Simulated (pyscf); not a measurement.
H₂N–SiH₃ (SMILES N[SiH3]) + H₂N–AlH₂ (SMILES [NH2][AlH2]) → H₂Al–NH–SiH₃ (SMILES [AlH2][NH][SiH3]) + NH₃ (SMILES N) (four-centre exchange; singlet surface; H–N, Al–N broken, Al–N, H–N formed). PySCF, gas phase, ωB97X-D3(BJ)/def2-SVP geometries. Energies in kJ/mol from the separated reactants.

```csv
level,barrier,reaction energy
ωB97X-D3(BJ)/def2-TZVP,[?],[?]
PBE/def2-TZVP,[?],-6.7
B3LYP-D3(BJ)/def2-TZVP,-36.7,-8.8
PBE0-D3(BJ)/def2-TZVP,-49.9,-9.6
M06-2X/def2-TZVP,-42.0,-9.2
ωB97M-D3(BJ)/def2-TZVP,-33.5,-8.1
```

### Question
What belongs in the gaps?

### Answer

- ωB97X-D3(BJ)/def2-TZVP, barrier: -45.7
- ωB97X-D3(BJ)/def2-TZVP, reaction energy: -13.2
- PBE/def2-TZVP, barrier: -43.4

On the reactant side the descent ends in an adduct with a Al–N contact, 101.2 kJ/mol under the separated species and 55.5 kJ/mol under the saddle at ωB97X-D3(BJ)/def2-TZVP. On the product side the descent ends in an adduct with a Al–N contact, 120.4 kJ/mol under the separated species and 88.0 kJ/mol under the saddle at ωB97X-D3(BJ)/def2-TZVP. At ωB97X-D3(BJ)/def2-TZVP, PBE, B3LYP-D3(BJ), PBE0-D3(BJ), M06-2X, ωB97M-D3(BJ) the saddle lies under the separated reactants, which points to a path from their complex (located at ωB97X-D3(BJ) alone). At ωB97X-D3(BJ)/def2-TZVP, PBE, B3LYP-D3(BJ), PBE0-D3(BJ), M06-2X, ωB97M-D3(BJ) the saddle lies under the separated products, which points to a path from their complex (located at ωB97X-D3(BJ) alone). What is counted as formed (Al–N) is already present as a longer contact in the reactant adduct; forming that adduct is a step of its own. What is counted as broken (Al–N) persists as a longer contact in the product adduct; parting that adduct is a step of its own. One saddle was located; it need not be the lowest between these sides.
